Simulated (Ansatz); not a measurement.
A made-up structure of C3H5 (charge +1), singlet:

```xyz
8
angstrom
C -0.9520 0.6901 -0.9059
C -0.1017 0.1332 -0.1545
C 0.8020 -0.5105 0.6942
H -2.0075 0.4049 -0.8903
H 1.4931 -0.3613 1.4840
H 1.2211 0.1473 1.4619
H 1.5420 -1.1165 0.1622
H 0.1356 -1.2290 1.2288
```

It is relaxed with PBE-D4/def2-SVP and then PBE0-D4/def2-TZVP (Ansatz 0.2.0). Atoms count as bonded within 1.22 times the sum of their covalent radii (H–H: 0.88 Å). The end point is not checked to be a true minimum.

(1) Does its bonding change? (A judgement: the text doesn't fix the answer.)

## Answers

(1) By the calculation: Yes. Formed: none; broken: H5–H6.

Where it ends: The first stage lowers the energy by 4.01 eV in 10 steps. It ends as C₃H₅ ([CH][C][CH4]), total charge +1:
```tsv
atom	x (Å)	y (Å)	z (Å)
C1	-1.1126	0.4803	-0.7165
C2	-0.2600	-0.0273	-0.0493
C3	0.7480	-0.6752	0.7300
H4	-1.8759	0.9327	-1.3143
H5	1.6361	0.1040	1.0474
H6	1.0131	-0.0347	1.7380
H7	1.5663	-1.1831	0.1859
H8	0.4177	-1.4387	1.4591
```

Labels in which every atom is bracketed show which atoms are joined, not bond orders.

For scale, one of the runs: PBE0-D4/def2-TZVP relaxation, 123 basis functions, launched by `ansatz run in.yaml --threads 2 --pin off --events-out ev --progress --plain --max-ram 4352MiB`. Hardware: 2 CPU threads of an Arm Neoverse V2, shared host. Wall time about 14 s.
